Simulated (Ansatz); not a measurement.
# Al (Im-3m, No. 229, 1 atom in the cell; start mp-998860; another form than the element's usual one)

Computed with LDA (Ansatz, an electronic-structure program, PAW).

Numerical settings: plane-wave cutoff 500 eV, 32×32×32 k mesh, Fermi–Dirac smearing 0.1 eV, scalar-relativistic PAW data made under PBE.

Cell (relaxed at this level):

```
CELL_PARAMETERS angstrom
     -1.59424     1.59424     1.59424
      1.59424    -1.59424     1.59424
      1.59424     1.59424    -1.59424
ATOMIC_POSITIONS crystal
  Al 0.00000 0.00000 0.00000
```

| Quantity | Result |
|---|---|
| band gap | zero (no gap) |

Note: the relaxation could not lower the start's symmetry, so the cell can be a saddle point above a distorted one.

The computed numbers hold no vibrational or temperature effects.

A start named mp-… is a Materials Project structure, which need not be a measured phase.
